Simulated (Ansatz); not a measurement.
Cost and result for the atomization energy of `BC#C` (6 atoms, 5 bonds).

```json
{"atom": "B1", "x (Å)": "0.140", "y (Å)": "-0.222", "z (Å)": "-1.102"}
{"atom": "C2", "x (Å)": "-0.046", "y (Å)": "0.072", "z (Å)": "0.358"}
{"atom": "C3", "x (Å)": "-0.194", "y (Å)": "0.309", "z (Å)": "1.534"}
{"atom": "H4", "x (Å)": "0.622", "y (Å)": "-1.259", "z (Å)": "-1.443"}
{"atom": "H5", "x (Å)": "-0.196", "y (Å)": "0.582", "z (Å)": "-1.918"}
{"atom": "H6", "x (Å)": "-0.326", "y (Å)": "0.518", "z (Å)": "2.571"}
```

Charge 0, multiplicity 1. Geometry: relaxed with PBE0-D4/def2-TZVP. Program: Ansatz. All runs use 2 threads of a server CPU on a shared host. Times are those of one run each, without the atoms' runs, and a repeat can differ threefold. Electronic energies, without spin–orbit coupling; frozen cores. CCSD(T)/CBS adds CCSD(T) − MP2 in def2-TZVPP to the MP2 limit, and its time is that of the two runs behind it. T1 = 0.014. B3LYP takes the VWN-RPA correlation (the form of Gaussian; ORCA's B3LYP/G).

CCSD(T)/CBS is a level of theory with its own doubt, some kJ/mol a heavy atom from the limit and from the frozen cores, so smaller differences don't rank the functionals.

```json
{"level": "LDA (SPW92)/def2-TZVPP", "functions": "135", "wall time": "0.8 s", "atomization (kJ/mol)": "2784.1", "difference from CCSD(T)/CBS": "340.3", "per bond": "68.1"}
{"level": "CCSD(T)/def2-SVP", "functions": "57", "wall time": "0.85 s", "atomization (kJ/mol)": "2354.2", "difference from CCSD(T)/CBS": "-89.6", "per bond": "-17.9"}
{"level": "BLYP-D4/def2-TZVPP", "functions": "135", "wall time": "1.3 s", "atomization (kJ/mol)": "2476.2", "difference from CCSD(T)/CBS": "32.4", "per bond": "6.5"}
{"level": "PBE-QIDH/def2-TZVPP", "functions": "135", "wall time": "2.2 s", "atomization (kJ/mol)": "2454.4", "difference from CCSD(T)/CBS": "10.6", "per bond": "2.1"}
{"level": "B3LYP-D4/def2-TZVPP (with forces)", "functions": "135", "wall time": "2.6 s", "atomization (kJ/mol)": "2472.3", "difference from CCSD(T)/CBS": "28.5", "per bond": "5.7"}
{"level": "r2SCANh-D4/def2-TZVPP", "functions": "135", "wall time": "3.2 s", "atomization (kJ/mol)": "2454.4", "difference from CCSD(T)/CBS": "10.6", "per bond": "2.1"}
{"level": "CAM-B3LYP-D4/def2-TZVPP", "functions": "135", "wall time": "4.1 s", "atomization (kJ/mol)": "2471.0", "difference from CCSD(T)/CBS": "27.2", "per bond": "5.4"}
{"level": "ωB97X-V/def2-TZVPP", "functions": "135", "wall time": "7 s", "atomization (kJ/mol)": "2447.0", "difference from CCSD(T)/CBS": "3.2", "per bond": "0.6"}
{"level": "ωB97M-V/def2-TZVPP (with forces)", "functions": "135", "wall time": "7.5 s", "atomization (kJ/mol)": "2465.0", "difference from CCSD(T)/CBS": "21.2", "per bond": "4.3"}
{"level": "CCSD(T)/def2-TZVPP", "functions": "135", "wall time": "7.5 s", "atomization (kJ/mol)": "2389.3", "difference from CCSD(T)/CBS": "-54.5", "per bond": "-10.9"}
{"level": "PBE-D4/def2-TZVPP (with forces)", "functions": "135", "wall time": "12 s", "atomization (kJ/mol)": "2524.4", "difference from CCSD(T)/CBS": "80.6", "per bond": "16.1"}
{"level": "MP2/def2-QZVPP", "functions": "261", "wall time": "19 min", "atomization (kJ/mol)": "2482.8", "difference from CCSD(T)/CBS": "39.0", "per bond": "7.8"}
{"level": "CCSD(T)/CBS(def2)", "functions": "–", "wall time": "19 min", "atomization (kJ/mol)": "2443.8", "difference from CCSD(T)/CBS": "0.0", "per bond": "0.0"}
```

The D4 term adds +10.8 kJ/mol with B3LYP and +5.5 kJ/mol with PBE0; it sums over pairs of atoms, weighted by their polarisabilities, and B3LYP, whose exchange is more repulsive, gets the larger term. At CCSD(T), def2-SVP lies −89.6 kJ/mol from the extrapolated value and def2-TZVPP −54.4 kJ/mol: correlation converges slowly with the basis, and small sets miss more of it in the bonded molecule than in its fragments. From BLYP to BHLYP (50 % exact exchange), in def2-TZVPP and without D4, the atomization energy moves by −70.0 kJ/mol: exact exchange takes away binding that semilocal exchange gives to molecules.
